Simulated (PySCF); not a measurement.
Ligands exchanged one at a time, Si OH-H. All species are isolated molecules in the gas phase. One relaxed conformer stands for each flexible species; it need not be the lowest. Strings in code marks are SMILES.

Calculation: PBE0-D3(BJ)/def2-TZVP in PySCF 2.14.0. Excitations are Tamm–Dancoff values on a coarser integration grid. The basis has no diffuse functions, so Rydberg states are missing or too high.

```json
[
 {"species": "0 of 4 OH replaced by H", "S1 excitation (TDA) (eV)": "…", "S1–T1 gap (TDA) (eV)": "…", "S1 oscillator strength": "0.009"},
 {"species": "1 of 4 OH replaced by H (`O[SiH](O)O`)", "S1 excitation (TDA) (eV)": "8.43", "S1–T1 gap (TDA) (eV)": "0.52", "S1 oscillator strength": "…"},
 {"species": "2 of 4 OH replaced by H (`O[SiH2]O` (H–O–Si–O torsion 66°, O–Si–O–H torsion 66°))", "S1 excitation (TDA) (eV)": "7.92", "S1–T1 gap (TDA) (eV)": "0.40", "S1 oscillator strength": "0.003"},
 {"species": "3 of 4 OH replaced by H (`[SiH3]O`)", "S1 excitation (TDA) (eV)": "7.14", "S1–T1 gap (TDA) (eV)": "0.42", "S1 oscillator strength": "0.002"},
 {"species": "4 of 4 OH replaced by H (`[SiH4]`)", "S1 excitation (TDA) (eV)": "–", "S1–T1 gap (TDA) (eV)": "–", "S1 oscillator strength": "–"}
]
```

Question: Some entries are withheld; supply them.

Answer: 
- 0 of 4 OH replaced by H, S1 excitation (TDA) (eV): 8.16
- 0 of 4 OH replaced by H, S1–T1 gap (TDA) (eV): 0.34
- 1 of 4 OH replaced by H (`O[SiH](O)O`), S1 oscillator strength: 0.070
